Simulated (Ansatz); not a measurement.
Geometry optimisation, RKS PBE0-D4/def2-SVP (Ansatz 0.2.0).

Input:

```yaml
crystal:
  periodic: [false, false, false]
  atoms:
    - { symbol: Si, position_ang: [-0.027542, 0.193251, -1.039256] }
    - { symbol: H, position_ang: [1.131556, -0.058572, 1.340439] }
    - { symbol: H, position_ang: [1.729915, -0.01462, 0.940654] }
    - { symbol: H, position_ang: [-0.904023, 0.99045, -0.062041] }
    - { symbol: C, position_ang: [-0.848351, -1.484602, -0.679047] }
    - { symbol: H, position_ang: [-1.202577, -1.672363, 0.349452] }
    - { symbol: H, position_ang: [-1.759493, -1.424763, -1.32292] }
    - { symbol: H, position_ang: [-0.272085, -2.348781, -1.048482] }
basis:
  gaussian: { orbitals: def2-SVP }
hamiltonian:
  xc: pbe0
  dispersion: d4
relax:
  f_tol: 0.03
  max_steps: 50
```

Launched with:

```bash
$ ansatz run input.yaml --threads 1 --pin off --max-ram 2048MiB --backend cpu --events-out ev --progress --plain --runs-dir out
```

Task: Where does it end, and by what steps?

Result: It converged. After 7 steps the energy has fallen by 0.249 eV; H3 moved furthest, 0.53 Å.

```tsv
step	energy less start (eV)	largest force component (eV/Å)	accepted
0	0.0000	1.523	yes
1	-0.0954	0.237	yes
2	-0.1806	0.305	yes
3	-0.2166	0.503	yes
4	-0.2328	0.386	yes
5	-0.2472	0.140	yes
6	-0.2486	0.041	yes
7	-0.2491	0.011	yes
```

```xyz
8
Properties=species:S:1:pos:R:3
Si 0.191 0.174 -0.769
H 0.723 -0.066 1.027
H 1.387 -0.075 0.541
H -0.657 1.045 0.157
C -0.778 -1.477 -0.601
H -1.195 -1.721 0.386
H -1.634 -1.369 -1.292
H -0.190 -2.331 -0.969
```

Run time: 7.2 s on 1 thread of Intel(R) Xeon(R) 6975P-C (Granite Rapids), on a shared host, peak memory 0.13 GiB.
